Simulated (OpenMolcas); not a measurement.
**NH2 (SMILES [NH2]): a chain of runs**

We compute the energy (UHF/3-21G), then a single-point energy (CASSCF(3,3)/3-21G), then the energy (CASPT2(3,3)/3-21G), then a single-point energy (SC-NEVPT2(3,3)/3-21G), then the energy (MRCI(3,3)/3-21G) of NH2. 

The calculation is run with OpenMolcas 26.06.

### 1 Starting point

NH2 has 3 atoms, charge 0, and is taken as a doublet. SMILES: `[NH2]`. The N1–H2 distance was set to 1.521 Å, away from the relaxed value. At this shape a bond of the SMILES string is far longer than usual.

Bond lengths: N1–H3 1.014 Å. A long bond or contact: N1–H2 1.521 Å.

### 2 The energy at UHF/3-21G (run 1)

File step1.input:

```
* H2N Hartree-Fock

&GATEWAY
  BasLib
  $CurrDir
  Coord
  3
  angstrom
  N        0.382979      -0.683440       0.139765
  H        0.155580       0.820260       0.174790
  H       -0.386961      -1.139270      -0.337895
  Basis
  3-21G
  Group
  NoSym

&SEWARD

&SCF
  UHF
  Spin
  2
  Scramble
  0.25
  PrOrbitals
  1 1
```

The basis set 3-21G is read from a file made from the Basis Set Exchange's data (not shown).

Launch:

```console
$ export MOLCAS_MEM=1860
$ pymolcas step1.input > step1.log
```

The log of the run:

```text
--- Start Module: gateway ---
[...]
--- Stop Module: gateway /rc=_RC_ALL_IS_WELL_ ---
--- Start Module: seward ---
[...]
      Basis functions           13
--- Stop Module: seward /rc=_RC_ALL_IS_WELL_ ---
[...]
--- Start Module: scf ---
[...]
       Convergence after  21 Iterations
[...]
::    Total SCF energy                                -55.1768027310
[...]
      Total spin, S                                     0.6845968209
[...]
      Total electronic charge=    9.000000
      Total            charge=   -0.000000
[...]
      Dipole Moment (debye):
      Origin of the operator (angstrom)=    0.3202   -0.6175    0.1119
                   X= -1.5973E+00               Y=  6.2479E-03               Z= -8.8862E-01           Total=  1.8278E+00
      Quadrupole Moment (debye*angstrom):
[...]
--- Stop Module: scf /rc=_RC_ALL_IS_WELL_ ---
[...]
```

Wall time 3.3 s (1 thread of Intel Xeon Platinum 8259CL at 2.50GHz (Skylake/Cascade Lake), shared host); peak memory 0.37 GiB.

### 3 The energy at CASSCF(3,3)/3-21G (run 2)

File step2.inp:

```
>>> EXPORT MOLCAS_PRINT=2

&GATEWAY
  BasLib=$CurrDir
  Coord
  3
  angstrom
  N        0.382979      -0.683440       0.139765
  H        0.155580       0.820260       0.174790
  H       -0.386961      -1.139270      -0.337895
  Basis=3-21G
  Group=NoSym

&SEWARD

&RASSCF
  FileOrb=$CurrDir/step1.UnaOrb
  Spin=2
  Nactel=3 0 0
  Inactive=3
  Ras2=3
  OrbListing=Nothing
```

The basis set 3-21G is read from a file made from the Basis Set Exchange's data (not shown).

Launch:

```console
$ export MOLCAS_MEM=1860
$ pymolcas step2.inp > step2.log
```

The log of the run:

```text
--- Start Module: gateway ---
[...]
--- Stop Module: gateway /rc=_RC_ALL_IS_WELL_ ---
--- Start Module: seward ---
[...]
      Basis functions           13
--- Stop Module: seward /rc=_RC_ALL_IS_WELL_ ---
[...]
--- Start Module: rasscf ---
[...]
      Number of active orbitals                  3
[...]
      Spin quantum number                      0.5
[...]
      Active orbitals                            3
[...]
      Number of CSFs                             8
[...]
      Number of root(s) required                 1
[...]
      Convergence after 10 iterations
[...]
      printout of CI-coefficients larger than  0.05 for root  1
      energy=     -55.210087
      conf/sym  111     Coeff  Weight
             1  2u0  -0.96144 0.92436
             4  udu  -0.10285 0.01058
             6  uud  -0.05938 0.00353
             8  0u2  -0.24807 0.06154
      Natural orbitals and occupation numbers for root  1
      sym 1:   1.862823   1.000000   0.137177
      ************************************************************************************************************************
      *                                                    Final results                                                     *
[...]
::    RASSCF root number  1 Total energy:    -55.21008656
[...]
      Total electronic charge=    9.000000
      Total            charge=   -0.000000
[...]
      Dipole Moment (debye):
      Origin of the operator (angstrom)=    0.3202   -0.6175    0.1119
                   X= -1.6178E+00               Y=  1.4605E-01               Z= -8.8500E-01           Total=  1.8498E+00
      Quadrupole Moment (debye*angstrom):
[...]
--- Stop Module: rasscf /rc=_RC_ALL_IS_WELL_ ---
[...]
```

Run time: 4.2 s. Hardware: 1 thread of Intel Xeon Platinum 8259CL at 2.50GHz (Skylake/Cascade Lake), shared host; peak memory 0.37 GiB.

### 4 A single-point energy at CASPT2(3,3)/3-21G (run 3)

File step3.input:

```
&GATEWAY
  BasLib=$CurrDir
  Coord
  3
  angstrom
  N        0.382979      -0.683440       0.139765
  H        0.155580       0.820260       0.174790
  H       -0.386961      -1.139270      -0.337895
  Basis=3-21G
  Group=NoSym

&SEWARD

&RASSCF
  FileOrb=$CurrDir/step2.RasOrb
  Spin=2
  Nactel=3 0 0
  Inactive=3
  Ras2=3
  OrbListing=Nothing

&CASPT2
  Imaginary=0.1
  Frozen=1
```

The basis set 3-21G is read from a file made from the Basis Set Exchange's data (not shown).

Launch:

```console
$ export MOLCAS_MEM=1860
$ pymolcas step3.input > step3.log
```

The log of the run:

```text
--- Start Module: gateway ---
[...]
--- Stop Module: gateway /rc=_RC_ALL_IS_WELL_ ---
[...]
      Basis functions           13
[...]
--- Start Module: rasscf ---
[...]
      Number of active orbitals                  3
[...]
      Spin quantum number                      0.5
[...]
      Active orbitals                            3
[...]
      Number of CSFs                             8
[...]
      Number of root(s) required                 1
[...]
      Convergence after  4 iterations
[...]
      printout of CI-coefficients larger than  0.05 for root  1
      energy=     -55.210087
      conf/sym  111     Coeff  Weight
             1  2u0  -0.96144 0.92436
             4  udu  -0.10285 0.01058
             6  uud  -0.05938 0.00353
             8  0u2  -0.24806 0.06153
      Natural orbitals and occupation numbers for root  1
      sym 1:   1.862827   1.000000   0.137173
      ************************************************************************************************************************
      *                                                    Final results                                                     *
[...]
::    RASSCF root number  1 Total energy:    -55.21008656
[...]
      Total electronic charge=    9.000000
      Total            charge=   -0.000000
[...]
      Dipole Moment (debye):
      Origin of the operator (angstrom)=    0.3202   -0.6175    0.1119
                   X= -1.6178E+00               Y=  1.4612E-01               Z= -8.8500E-01           Total=  1.8498E+00
      Quadrupole Moment (debye*angstrom):
[...]
--- Stop Module: rasscf /rc=_RC_ALL_IS_WELL_ ---
--- Start Module: caspt2 ---
[...]
 ###    WARNING: User changed nr of frozen orbitals.                         ###
 ###############################################################################
[...]
      E2 (Variational):          -0.0648075074
      Total energy:             -55.2748940654
[...]
      Reference weight:           0.98010
[...]
::    CASPT2 Root  1     Total energy:    -55.27489407
[...]
--- Stop Module: caspt2 /rc=_RC_ALL_IS_WELL_ ---
[...]
```

Wall time 2.7 s (1 thread of Intel Xeon Platinum 8259CL at 2.50GHz (Skylake/Cascade Lake), shared host); peak memory 0.37 GiB.

### 5 The energy at SC-NEVPT2(3,3)/3-21G (run 4)

File step4.inp:

```
&GATEWAY
 BasLib=$CurrDir
 Coord
 3
 angstrom
 N        0.382979      -0.683440       0.139765
 H        0.155580       0.820260       0.174790
 H       -0.386961      -1.139270      -0.337895
 Basis=3-21G
 Group=NoSym

&SEWARD

&RASSCF
 FileOrb=$CurrDir/step2.RasOrb
 Spin=2
 Nactel=3 0 0
 Inactive=3
 Ras2=3
 OrbListing=Nothing

&CASPT2
 SC-NEVPT2
 Frozen=1
```

The basis set 3-21G is read from a file made from the Basis Set Exchange's data (not shown).

Launch:

```console
$ export MOLCAS_MEM=1860
$ pymolcas step4.inp > step4.log
```

The log of the run:

```text
--- Start Module: gateway ---
[...]
--- Stop Module: gateway /rc=_RC_ALL_IS_WELL_ ---
[...]
      Basis functions           13
[...]
--- Start Module: rasscf ---
[...]
      Number of active orbitals                  3
[...]
      Spin quantum number                      0.5
[...]
      Active orbitals                            3
[...]
      Number of CSFs                             8
[...]
      Number of root(s) required                 1
[...]
      Convergence after  4 iterations
[...]
      printout of CI-coefficients larger than  0.05 for root  1
      energy=     -55.210087
      conf/sym  111     Coeff  Weight
             1  2u0  -0.96144 0.92436
             4  udu  -0.10285 0.01058
             6  uud  -0.05938 0.00353
             8  0u2  -0.24806 0.06153
      Natural orbitals and occupation numbers for root  1
      sym 1:   1.862827   1.000000   0.137173
      ************************************************************************************************************************
      *                                                    Final results                                                     *
[...]
::    RASSCF root number  1 Total energy:    -55.21008656
[...]
      Total electronic charge=    9.000000
      Total            charge=   -0.000000
[...]
      Dipole Moment (debye):
      Origin of the operator (angstrom)=    0.3202   -0.6175    0.1119
                   X= -1.6178E+00               Y=  1.4612E-01               Z= -8.8500E-01           Total=  1.8498E+00
      Quadrupole Moment (debye*angstrom):
[...]
--- Stop Module: rasscf /rc=_RC_ALL_IS_WELL_ ---
[...]
--- Start Module: caspt2 ---
[...]
 ###    WARNING: User changed nr of frozen orbitals.                         ###
 ###############################################################################
[...]
      E2 (Variational):          -0.0642742047
[...]
      E2 (Variational):          -0.0641242086
      Total energy:             -55.2742107666
[...]
      Reference weight:           0.98025
[...]
::    SC-NEVPT2 Root  1     Total energy:    -55.27421077
[...]
--- Stop Module: caspt2 /rc=_RC_ALL_IS_WELL_ ---
[...]
```

Run time: 4.2 s. Hardware: 1 thread of Intel Xeon Platinum 8259CL at 2.50GHz (Skylake/Cascade Lake), shared host; peak memory 0.37 GiB.

### 6 A single-point energy at MRCI(3,3)/3-21G (run 5)

File step5.input:

```
* H2N MRCI
>>> EXPORT MOLCAS_PRINT=2

&GATEWAY
  BasLib
  $CurrDir
  Coord
  3
  angstrom
  N        0.382979      -0.683440       0.139765
  H        0.155580       0.820260       0.174790
  H       -0.386961      -1.139270      -0.337895
  Basis
  3-21G
  Group
  NoSym

&SEWARD

&RASSCF
  FileOrb
  $CurrDir/step2.RasOrb
  Spin
  2
  Nactel
  3 0 0
  Inactive
  3
  Ras2
  3
  OrbListing
  Nothing

&MOTRA
  LumOrb
  Frozen
  1

&GUGA
  Electrons
  7
  Spin
  2
  Inactive
  2
  Active
  3
  CIAll
  1

&MRCI
  SDCI
```

The basis set 3-21G is read from a file made from the Basis Set Exchange's data (not shown).

Launch:

```console
$ export MOLCAS_MEM=1860
$ pymolcas step5.input > step5.log
```

The log of the run:

```text
--- Start Module: gateway ---
[...]
--- Stop Module: gateway /rc=_RC_ALL_IS_WELL_ ---
[...]
      Basis functions           13
[...]
      Number of active orbitals                  3
[...]
      Spin quantum number                      0.5
[...]
      Active orbitals                            3
[...]
      Number of CSFs                             8
[...]
      Number of root(s) required                 1
[...]
      Convergence after  4 iterations
[...]
      printout of CI-coefficients larger than  0.05 for root  1
      energy=     -55.210087
      conf/sym  111     Coeff  Weight
             1  2u0  -0.96144 0.92436
             4  udu  -0.10285 0.01058
             6  uud  -0.05938 0.00353
             8  0u2  -0.24806 0.06153
      Natural orbitals and occupation numbers for root  1
      sym 1:   1.862827   1.000000   0.137173
      ************************************************************************************************************************
      *                                                    Final results                                                     *
[...]
::    RASSCF root number  1 Total energy:    -55.21008656
[...]
      Dipole Moment (debye):
      Origin of the operator (angstrom)=    0.3202   -0.6175    0.1119
                   X= -1.6178E+00               Y=  1.4612E-01               Z= -8.8500E-01           Total=  1.8498E+00
      Quadrupole Moment (debye*angstrom):
[...]
      *** WARNING: Default frozen orbitals is overwritten by user input.
      *** Default values:   1
[...]
--- Start Module: guga ---
[...]
--- Stop Module: guga /rc=_RC_ALL_IS_WELL_ ---
--- Start Module: mrci ---
[...]
       (But an ACPF correction will be computed)
       USE THE DEFAULT ACPF G-VALUE GFAC=  0.28571428571428570
[...]
                      CI ENERGY:   -55.28415659
[...]
                ACPF CORRECTION:    -0.00153513
[...]
      Total electronic charge=    9.000000
      Total            charge=    0.000000
[...]
     ACPF CORRECTION:     -0.00153513
[...]
  CI State   1     Total energy:    -55.28415659     QDav:     -0.00216715     QACPF:     -0.00153513
[...]
--- Stop Module: mrci /rc=_RC_ALL_IS_WELL_ ---
[...]
```

Run time: 3.3 s. Hardware: 1 thread of Intel Xeon Platinum 8259CL at 2.50GHz (Skylake/Cascade Lake), shared host; peak memory 0.37 GiB.

### 7 Summary of results

| quantity | value |
| --- | --- |
| run 1, UHF/3-21G: total energy | -55.17680 Eh |
| run 1, UHF/3-21G: dipole moment | 1.83 D |
| run 1, UHF/3-21G: HOMO energy (highest over α and β) | -10.95 eV |
| run 1, UHF/3-21G: LUMO energy (lowest over α and β) | 4.51 eV |
| run 1, UHF/3-21G: ⟨S²⟩ | 1.153 |
| run 2, CASSCF(3,3)/3-21G: total energy | -55.21009 Eh |
| run 2, CASSCF(3,3)/3-21G: dipole moment (CASSCF density) | 1.85 D |
| run 3, CASPT2(3,3)/3-21G: total energy | -55.27489 Eh |
| run 3, CASPT2(3,3)/3-21G: dipole moment (CASSCF density) | 1.85 D |
| run 4, SC-NEVPT2(3,3)/3-21G: total energy | -55.27421 Eh |
| run 4, SC-NEVPT2(3,3)/3-21G: dipole moment (CASSCF density) | 1.85 D |
| run 5, MRCI(3,3)/3-21G: total energy | -55.28416 Eh |
| run 5, MRCI(3,3)/3-21G: dipole moment (CASSCF density) | 1.85 D |

**Reading.** ⟨S²⟩ (run 1, UHF/3-21G) is 1.15 where a pure doublet has 0.75: the reference is spin-contaminated. Mulliken charges (run 3, CASPT2(3,3)/3-21G) of the CASSCF density run from -0.36 on N1 to +0.29 on H3. Mulliken charges (run 5, MRCI(3,3)/3-21G) of the CASSCF density run from -0.36 on N1 to +0.29 on H3.
